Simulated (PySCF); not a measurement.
fluoroethane, C₂H₅F, SMILES CCF, point group Cs.

Level: PBE0/pcSseg-1 in PySCF (density fitting, grid level 2); geometry and Hessian at that level, cubic constants and property derivatives from steps of ±0.6 along each species' dimensionless normal coordinates, second-order vibrational perturbation theory. The parent has the commonest isotopes.

Equilibrium geometry in the parent's principal axes a, b, c (Å):

```tsv
atom	a	b	c
C1	-1.29	-0.25	0.00
C2	-0.03	0.57	0.00
F3	1.08	-0.26	0.00
H4	-1.33	-0.89	-0.89
H5	-2.17	0.40	0.00
H6	-1.33	-0.89	0.89
H7	0.04	1.21	-0.89
H8	0.04	1.21	0.89
```

Ground-state constants (MHz). Parent: 36051.2, 9356.0, 8197.9. A species with one ¹³C: 35239.2, 9356.8, 8155.3.

Task: Which position carries the label?

Result: Moments I = 505379/B are 14.0183, 54.0168, 61.6473 and 14.3414, 54.0122, 61.9692 u Å². With M = 48.0375 u and Δm = 1.0034 u, μ = MΔm/(M + Δm) = 0.9828 u. Kraitchman's equations give |a|, |b|, |c| = 0.054i, 0.575, 0.043i Å. That is C2, whose equilibrium values are 0.028, 0.573, 0.000 Å. An imaginary value marks an atom near a principal plane, where vibrational terms outweigh the coordinate.

Internal rotors are held in one well.
